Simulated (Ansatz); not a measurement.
Relaxation of C₂H₆N₂O (11 atoms, charge 0, multiplicity 1), to a largest force component of 0.015 eV/Å in at most 40 steps.

Computed with RKS B3LYP-D4/6-31G* (Ansatz).

```xyz
11
Properties=species:S:1:pos:R:3:forces:R:3
C -1.342 -0.168 0.741 -1.93 2.10 -0.39
N -0.338 -0.914 0.110 -0.38 -0.37 -0.04
C 0.574 -0.260 -0.459 2.99 -0.85 -0.67
N 0.945 1.063 -0.569 -6.31 0.38 2.65
O 1.565 -0.995 -1.043 0.23 -0.29 -0.44
H -2.200 -0.776 1.038 0.10 -0.21 0.14
H -0.999 0.395 1.627 0.01 -0.11 0.11
H -1.780 0.623 0.025 0.35 -0.75 0.88
H 1.845 1.250 -0.750 4.11 0.62 -0.82
H 0.510 1.640 0.196 0.80 -0.51 -1.31
H 1.287 -1.916 -0.895 0.04 -0.02 -0.10
```

Problem. Where does it end, and by what steps?

Solution. It converged. After 8 steps the energy has fallen by 0.457 eV; H11 moved furthest, 0.12 Å.

```tsv
step	energy less start (eV)	largest force component (eV/Å)	accepted
0	0.0000	6.312	yes
1	-0.3928	1.572	yes
2	-0.4481	0.353	yes
3	-0.4546	0.162	yes
4	-0.4561	0.104	yes
5	-0.4570	0.015	yes
6	-0.4572	0.032	yes
7	-0.4573	0.016	yes
8	-0.4574	0.009	yes
```

```xyz
11
Properties=species:S:1:pos:R:3
C -1.375 -0.104 0.722
N -0.354 -0.919 0.090
C 0.643 -0.318 -0.428
N 0.896 1.036 -0.506
O 1.618 -1.028 -1.055
H -2.166 -0.752 1.109
H -0.990 0.479 1.578
H -1.841 0.609 0.022
H 1.854 1.287 -0.711
H 0.459 1.608 0.203
H 1.319 -1.953 -1.004
```

The run took 38 s on 1 thread of Arm Neoverse V1, on a shared host, peak memory 0.17 GiB.
